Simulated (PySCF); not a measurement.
# Working out the ionisation energy of Cl

Cl [Ne] 3s2 3p5 (2P) → Cl⁺ [Ne] 3s2 3p4 (3P). All numbers are calculated (PySCF 2.14, scalar relativity by spin-free X2C-1e, in x2c-TZVPall). Frozen: [Ne]. Energies in hartree (1 hartree = 27.21139 eV):

| part | Cl (lower) | Cl⁺ (upper) |
| --- | --- | --- |
| UHF | -460.887784 | -460.455614 |
| CCSD correlation | -0.179326 | -0.146269 |
| (T) | -0.005644 | -0.004302 |

What does Hartree-Fock give?

(-460.455614) − (-460.887784) = 0.432170 hartree = 11.760 eV.

What do CCSD and CCSD(T) give?

The CCSD correlation energies differ by 0.033057 hartree = 0.900 eV and the triples by 0.001342 hartree = 0.037 eV, so CCSD gives 12.660 eV and CCSD(T) 12.697 eV.

Measured between the centres of the two terms (NIST): 12.974 eV, so CCSD(T) (valence) is off by -0.277 eV.

What remains against the reference includes basis incompleteness, the frozen core and higher excitations.
